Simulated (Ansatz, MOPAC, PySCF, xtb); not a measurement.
Barrier height from F− + CH3F (SMILES CF) to the transition structure CH3F2, without zero-point energy, on the benchmark's geometries as Psi4's copy of the set gives them.
Transition structure (charge -1, multiplicity 1, Z-matrix in Å and degrees):
```
C
H 1 1.0696
H 1 1.0696 2 120.00
H 1 1.0696 2 120.04 3 179.99
F 1 1.8234 2 89.98 3 -89.99
F 1 1.8241 2 89.99 3 89.99
```
Reactant (charge 0, multiplicity 1):
```xyz
5

C     -0.6321     0.0000     0.0000
F      0.7491     0.0000     0.0000
H     -0.9832    -0.3385     0.9726
H     -0.9832     1.0116    -0.1932
H     -0.9832    -0.6731    -0.7794
```

Open shells are unrestricted; no spin–orbit coupling.

Correlated levels freeze the cores. Rows in 6-31G* carry no dispersion term and start afresh at each structure (6-31G* with six Cartesian d functions). The state that PM3, PM6 reach isn't checked.

The values were computed with Ansatz (a first-principles code); MOPAC for PM3, PM6 (differences of heats of formation); PySCF for 6-31G* rows, M06-2X; xtb for the GFN methods. Values without a source in brackets are computed.

```csv
level,barrier height (kcal/mol)
PM3,39.88
PM6,13.83
GFN1-xTB,-15.79
HF/cc-pVDZ,-5.92
HF/aug-cc-pVTZ,8.27
B3LYP/6-31G*,-21.65
M06-2X/def2-TZVPPD,0.88
SCS-MP2/aug-cc-pVTZ,…
CCSD/aug-cc-pVTZ,…
```

Problem. Some entries are withheld; supply them.

Solution. 
- SCS-MP2/aug-cc-pVTZ, barrier height (kcal/mol): 1.29
- CCSD/aug-cc-pVTZ, barrier height (kcal/mol): 1.54
